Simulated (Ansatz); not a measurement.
**BSiH2 (sextet): from Hartree-Fock to the top rungs, def2-TZVPP**

One table from this session's results is given with a row withheld; the runs are named, their logs left out.

The runs use Ansatz 0.2.0, Gaussian basis; def2-TZVPP, core rule «outside noble gas», up to 6 orbitals frozen.

The runs, in order: UHF; ROHF; CCSD(T) on UHF.

**What is computed**

The geometry is a PBE0/def2-TZVP stationary point (not a proven minimum) of the parent state, kept for this charge and spin.

4 atoms, charge 0, spin multiplicity 6.

Atoms are counted from 1 here; the program's logs count them from 0.

Bond lengths: Si1–B2 1.993 Å, B2–H3 1.191 Å, B2–H4 1.191 Å. Angles: Si1–B2–H3 115.4°, Si1–B2–H4 115.4°, H3–B2–H4 129.2°.

Set-up of the first run:

Input file in.yaml:

```yaml
crystal:
  periodic: [false, false, false]
  atoms:
    - {symbol: Si, position_ang: [0.000000, 0.000000, 0.649966]}
    - {symbol: B, position_ang: [0.000000, 0.000000, -1.342837]}
    - {symbol: H, position_ang: [0.000000, -1.075954, -1.853888]}
    - {symbol: H, position_ang: [0.000000, 1.075954, -1.853888]}
basis:
  gaussian: {orbitals: def2-TZVPP}
magnetization: {spin_polarized: true, initial_magnetization: 5}
hamiltonian: {xc: hf}
output: {orbitals: {seedname: orbitals}}
```

Command:

```bash
$ ansatz run in.yaml --threads 1 --pin off --events-out ev --progress --plain --max-ram 2816MiB --backend cpu
```

Steps of the session up to this table: UHF; ROHF; CCSD(T) on UHF.

One of the session's tables, all rows but one given; the rest of the session is left out.

It belongs to the step «Misses and costs». 

| method | from UCCSD(T) (kcal/mol) |
| --- | --- |
| ROHF | +106.74 |
| UHF | +104.39 |
| UMP2 | ? |
| UCCSD | +3.79 |
| UCCSD(T) | 0 |

**Question.** Estimate the row for UMP2.

The run gave: from UCCSD(T) (kcal/mol): +22.17. In the column «from UCCSD(T) (kcal/mol)» it lies between UCCSD (+3.79) and UHF (+104.39).
